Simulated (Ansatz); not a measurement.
## Relaxing K2Br

Computed with DFT r2SCAN, scalar-relativistic, plane waves, PAW (Ansatz 0.2.0). Cutoff 500 eV, Γ-centred k mesh, Gaussian smearing, no spin polarisation in the final step.

The start puts K2Br on the anti-fluorite structure type (Fm-3m, No. 225), with Br in place of Ca, K in place of F, at a guessed volume.

```
CELL_PARAMETERS angstrom
0.00000 3.69348 3.69348
3.69348 0.00000 3.69348
3.69348 3.69348 0.00000
ATOMIC_POSITIONS crystal
K 0.25000 0.25000 0.25000
K 0.75000 0.75000 0.75000
Br 0.00000 0.00000 0.00000
```

Cell and atoms relax at zero pressure; the relaxation can't lower the symmetry of the start. After a coarse first stage the cell is made exact in the group found at 0.06 Å.

Formation energies are uncorrected and refer to the elements' standard structures at the same level.

Q: Which crystal results?

A: It keeps Fm-3m (No. 225). The result has the fluorite structure. Conventional cell: a = 8.188 Å. Around K lie 4 Br at 3.55 Å and 6 K at 4.09 Å; around Br lie 8 K at 3.55 Å.

```cif
data_structure
_symmetry_space_group_name_H-M 'Fm-3m'
_symmetry_Int_Tables_number 225
_cell_length_a 8.1883
_cell_length_b 8.1883
_cell_length_c 8.1883
_cell_angle_alpha 90.000
_cell_angle_beta 90.000
_cell_angle_gamma 90.000
_cell_volume 549.00
loop_
_atom_site_label
_atom_site_type_symbol
_atom_site_symmetry_multiplicity
_atom_site_Wyckoff_symbol
_atom_site_fract_x
_atom_site_fract_y
_atom_site_fract_z
_atom_site_occupancy
K1 K 8 c 0.25000 0.75000 0.75000 1
Br1 Br 4 a 0.00000 0.00000 0.00000 1
```

Q: What are its volume, energy, density and gap?

A: The volume per atom is 45.75 Å³. The density is 1.91 g/cm³, the energy over the elements is -1.08 eV/atom and the gap on the 10×10×10 mesh is 0 eV (a metal).

The final run used a 10×10×10 mesh on its 3-atom cell and 0.10 eV smearing. For metals, differences of a few meV/atom aren't resolved. A structure relaxed within its symmetry needn't be a true minimum. The steps took about 30 core-seconds in all.

Cost: 3 runs of about 0.5 core-minutes in all, on Intel Xeon 6975P-C (Granite Rapids) (shared hosts).